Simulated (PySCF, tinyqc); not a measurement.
Inside a calculation. Method: coupled-perturbed Hartree-Fock on RHF in the sto-3g basis, for BH, spin multiplicity 1. The lowest restricted solution is unstable here: a spin-polarised one lies 0.0059 hartree lower (PySCF). One step of it, computed by the program tinyqc.

Task: Coupled step 2. U_ai = -(mu_ai + sum_bj [4 (ai|bj) - (ab|ij) - (aj|bi)] U_bj) / (e_a - e_i); alpha = -4 sum U_ai mu_ai.

U after step 1:
```
           i1        i2         i3
a4   0.000000  0.000000   0.000000
a5   0.000000  0.000000   0.000000
a6  -0.005125  0.371604  -2.093237
```

dipole integrals <a|z|i> (bohr):
```
          i1         i2        i3
a4  0.000000   0.000000  0.000000
a5  0.000000   0.000000  0.000000
a6  0.097099  -0.489447  1.343755
```

orbital energies (hartree): MO1 -7.365691, MO2 -0.492670, MO3 -0.245889, MO4 0.258266, MO5 0.258266, MO6 0.461568

Two-electron integrals over orbitals (pq|rs), unique and non-zero (hartree):
```
(11|11) 2.892391    (21|11) -0.264397   (21|21) 0.038678    (22|11) 0.613858
(22|21) -0.008090   (22|22) 0.492678    (31|11) -0.178624   (31|21) 0.023908
(31|22) -0.014164   (31|31) 0.025317    (32|11) 0.134080    (32|21) -0.008557
(32|22) -0.035965   (32|31) 0.005564    (32|32) 0.111842    (33|11) 0.610658
(33|21) -0.010777   (33|22) 0.436844    (33|31) 0.003232    (33|32) 0.031116
(33|33) 0.493433    (41|41) 0.021620    (42|41) 0.022391    (42|42) 0.076388
(43|41) 0.015101    (43|42) 0.044093    (43|43) 0.045811    (44|11) 0.742009
(44|21) -0.009820   (44|22) 0.464443    (44|31) -0.006169   (44|32) 0.072517
(44|33) 0.458386    (44|44) 0.586773    (51|51) 0.021620    (52|51) 0.022391
(52|52) 0.076388    (53|51) 0.015101    (53|52) 0.044093    (53|53) 0.045811
(54|54) 0.031630    (55|11) 0.742009    (55|21) -0.009820   (55|22) 0.464443
(55|31) -0.006169   (55|32) 0.072517    (55|33) 0.458386    (55|44) 0.523513
(55|55) 0.586773    (61|11) -0.109382   (61|21) 0.018879    (61|22) 0.006095
(61|31) -0.000171   (61|32) -0.015453   (61|33) -0.015538   (61|44) -0.003671
(61|55) -0.003671   (61|61) 0.022566    (62|11) 0.165081    (62|21) -0.002753
(62|22) 0.042709    (62|31) -0.012682   (62|32) 0.037967    (62|33) -0.008119
(62|44) 0.088921    (62|55) 0.088921    (62|61) 0.010504    (62|62) 0.104146
(63|11) -0.145059   (63|21) 0.003842    (63|22) 0.010637    (63|31) -0.004968
(63|32) -0.100077   (63|33) -0.042228   (63|44) -0.077805   (63|55) -0.077805
(63|61) 0.009860    (63|62) -0.061492   (63|63) 0.118707    (64|41) 0.008700
(64|42) 0.030950    (64|43) 0.001968    (64|64) 0.027768    (65|51) 0.008700
(65|52) 0.030950    (65|53) 0.001968    (65|65) 0.027768    (66|11) 0.624801
(66|21) -0.006376   (66|22) 0.505518    (66|31) -0.014292   (66|32) -0.061096
(66|33) 0.461917    (66|44) 0.449847    (66|55) 0.449847    (66|61) 0.008623
(66|62) 0.013145    (66|63) 0.034917    (66|66) 0.557905
```

Give: U after step 2; polarisability.

Result:

U after step 2:
```
        i1     i2      i3
a4   0.000  0.000   0.000
a5   0.000  0.000   0.000
a6  -0.003  0.318  -2.147
```

polarisability = 12.165 bohr^3
